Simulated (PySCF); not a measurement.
C5H7N.
SMILES with atom numbers: `[CH3:1]/[CH:2]=[CH:3]/[CH2:4][C:5]#[N:6]` (hydrogens: H7, H8, H9 on C1; H10 on C2; H11 on C3; H12, H13 on C4)

The geometry is computed with GFN2-xTB (gas phase).

(1) What internal coordinates does the optimisation give?

Results:

(1) 
```json
{"bond": "C1–C2", "length (pm)": "149.1", "order": "single"}
{"bond": "C2=C3", "length (pm)": "132.2", "order": "double"}
{"bond": "C3–C4", "length (pm)": "150.4", "order": "single"}
{"bond": "C4–C5", "length (pm)": "144.3", "order": "single"}
{"bond": "C5≡N6", "length (pm)": "114.3", "order": "triple"}
{"bond": "C1–H7, C1–H8, C1–H9", "length (pm)": "108.9", "order": "single"}
{"bond": "C2–H10", "length (pm)": "108.3", "order": "single"}
{"bond": "C3–H11", "length (pm)": "108.2", "order": "single"}
{"bond": "C4–H12, C4–H13", "length (pm)": "109.5", "order": "single"}
```

Bonds in one row agree within 1 pm and their mean is given. Orders are formal, as drawn. A selection of angles:
```json
{"angle": "C2–C1–H7", "degrees": "110.2"}
{"angle": "C2–C1–H9", "degrees": "111.0"}
{"angle": "H7–C1–H8", "degrees": "107.6"}
{"angle": "H7–C1–H9", "degrees": "109.0"}
{"angle": "C1–C2–C3", "degrees": "124.3"}
{"angle": "C1–C2–H10", "degrees": "115.5"}
{"angle": "C3–C2–H10", "degrees": "120.3"}
{"angle": "C2–C3–C4", "degrees": "124.3"}
{"angle": "C2–C3–H11", "degrees": "120.6"}
{"angle": "C4–C3–H11", "degrees": "115.2"}
{"angle": "C3–C4–C5", "degrees": "109.8"}
{"angle": "C3–C4–H12", "degrees": "110.3"}
{"angle": "C3–C4–H13", "degrees": "111.0"}
{"angle": "C5–C4–H12", "degrees": "107.9"}
{"angle": "C5–C4–H13", "degrees": "108.8"}
{"angle": "H12–C4–H13", "degrees": "109.0"}
{"angle": "C4–C5–N6", "degrees": "178.8"}
```

Dihedral angles: C1–C2–C3–C4 180° (antiperiplanar); C2–C3–C4–C5 118° (anticlinal). The mirror-image conformer, all signs reversed, is as good.

Of the pairs four or more bonds apart, H9···H11 is among the closest relative to their van der Waals radii: 2.41 Å, 100 % of the sum of Bondi's values. The 4 C–C bonds span 1.322 Å (C2=C3, drawn double) to 1.504 Å (C3–C4, drawn single), a spread of 0.182 Å.

Point group: C1 (no symmetry element, even within 0.4 Å). Whether it is a minimum is left open (no frequencies). The numbers are those of one conformer.
